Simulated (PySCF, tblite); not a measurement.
Calculations on `[CH2-][C]1C[C@@H]1F` [radical], in the order of a workflow; each names the level of the geometry that it ran on. Settings lines and outputs come from a driver script.

Compound: C₄H₅F (charge -1 and doublet state).
Atom-mapped SMILES: `[CH2-:1][C:2]1[CH2:3][C@@H:4]1[F:5]` (hydrogens: H6, H7 on C1; H8, H9 on C3; H10 on C4)

Step 1: GFN2-xTB geometry optimisation, gas phase (tblite 0.8.0) (from a force-field or distance-geometry start)
```json
{"job": {"kind": "relax", "xc": "GFN2-xTB", "basis": "xTB"}, "charge": -1, "multiplicity": 2}
```
```
step      E/eV     max force
  0    -431.05385    2.332
  1    -431.25719    1.044
  2    -431.38105    0.928
...
 47    -432.18134    0.032
 48    -432.18141    0.023
 49    -432.18146    0.016
 50    -432.18149    0.012
 51    -432.18151    0.009
```

Energy lowered by 26.0 kcal/mol over 51 steps; largest atomic force 0.009 eV/Å at the end. «max force» is the largest atomic force in eV/Å.

On an Arm Neoverse V2 with one thread, shared host with 96 logical CPUs at a one-minute load of 62, this took 0.13 s.

Step 2: GFN2-xTB harmonic vibrations, gas phase (tblite 0.8.0) (on the GFN2-xTB geometry)
```json
{"job": {"kind": "ir", "xc": "GFN2-xTB", "basis": "xTB"}, "charge": -1, "multiplicity": 2}
```
```
(table of modes left out)
```

24 modes from 182 to 2922 cm⁻¹ (unscaled, harmonic); zero-point energy 43.9 kcal/mol; all wavenumbers are real at this level.

The run took 0.11 s on Arm Neoverse V2, one thread, no GPU (shared host).

Step 3: UKS B3LYP, pcH-1 on C F H, non-relativistic, mean-field spin-orbit, GIAO (PySCF 2.14.0) (on the GFN2-xTB geometry)
```json
{"job": {"kind": "epr", "basis": "pcH-1"}, "charge": -1, "multiplicity": 2}
```
```
...
E = -255.17429547 Eh   <S^2> = 0.7536 (exact 0.7500)
g shifts (ppm)      1          2          3
  rmc          -144       -144       -144
  gc             26         49         26
  oz_so        -120        370        678
  total        -239        274        560
hyperfine (MHz)  atom isotope    a_iso     a_fc   dipolar eigenvalues
    0   13C      79.38      79.38    -43.88    -43.16     87.04
    1   13C     101.18     101.18    -29.80    -28.58     58.38
    2   13C      32.69      32.69     -4.14     -0.26      4.40
    3   13C       1.20       1.20     -8.80     -4.04     12.84
    4   19F     231.31     231.31    -37.41    -32.15     69.56
    5    1H       3.50       3.50    -19.72     -1.37     21.09
    6    1H     -10.45     -10.45    -19.86     -1.28     21.14
    7    1H      34.14      34.14     -4.32     -1.60      5.92
    8    1H      29.56      29.56     -2.92     -2.17      5.09
    9    1H       5.71       5.71     -4.74     -2.97      7.71
```

⟨S²⟩ 0.754; g_iso 2.0025. rmc, gc and oz_so are the mass-correction, gauge-correction and orbital-Zeeman/spin–orbit parts of the g shift along its three principal axes; a_iso is the isotropic hyperfine coupling and a_fc its Fermi-contact part. The log counts atoms from 0, this text from 1.

Hardware: Arm Neoverse V2, one thread (shared host). Cost: 16 s wall (with the writing of density and orbital grids), 0.69 GiB resident at most.

Geometry of the electronic-property runs (GFN2-xTB):
```
atom  x, y, z in Å
C1     1.4745   -0.1749    0.8085
C2     0.0842    0.0912    0.5526
C3    -0.5187    0.8365   -0.5975
C4    -0.7950   -0.6167   -0.3593
F5    -2.1287   -0.9673    0.0569
H6     2.0431    0.6710    1.2020
H7     1.6862   -1.0999    1.3483
H8    -1.3228    1.5463   -0.4006
H9     0.0291    1.0927   -1.5180
H10   -0.5429   -1.3743   -1.1155
```

Whether the extra electron is bound in the gas phase wasn't checked; a finite basis holds it in any case. (This holds for the electronic-property runs.)

One conformer stands for the species.
